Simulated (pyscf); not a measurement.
Thermochemistry of product channels of H₃C–Si:–Cl (SMILES C[Si]Cl) [singlet] on the singlet surface, in kcal/mol, from CCSD(T)/def2-TZVPP + ΔMP2(QZVPP) energies (ideal gas, 1 atm, RRHO with modes under 100 cm⁻¹ raised to 100, one conformer, R ln 2 for rigid chiral ones). Optimised with ωB97X-D3(BJ)/def2-SVP in PySCF. Correlated levels are frozen-core, on RHF or UHF. ΔMP2 is the change of the MP2 total energy from the triple- to the quadruple-zeta basis.

```csv
products,ΔE,ΔH(298 K),ΔG(600 K),ΔG(1200 K)
H₂C=Si: (SMILES C=[Si]) [singlet] + HCl (SMILES Cl),___,+57.9,+39.5,___
:HC–SiH₂–Cl (SMILES [CH][SiH2]Cl) [singlet],+76.5,+71.9,+71.1,___
H₂C=SiH–Cl (SMILES C=[SiH]Cl),+10.9,+9.2,+10.7,+11.8
:HSi–CH₂–Cl (SMILES [SiH]CCl) [singlet],+46.4,+45.1,+46.5,+47.8
```

Problem. Fill in the missing entries.

Solution. 
- H₂C=Si: (SMILES C=[Si]) [singlet] + HCl (SMILES Cl), ΔE: +61.7
- H₂C=Si: (SMILES C=[Si]) [singlet] + HCl (SMILES Cl), ΔG(1200 K): +21.3
- :HC–SiH₂–Cl (SMILES [CH][SiH2]Cl) [singlet], ΔG(1200 K): +69.4

These are energies of the channels, which say nothing of barriers. A restricted singlet here is unstable towards spin polarisation, as is usual where a triplet lies low; its energy is less safe. The CCSD(T) − MP2 part came from Ansatz, without density fitting, on the same reference.
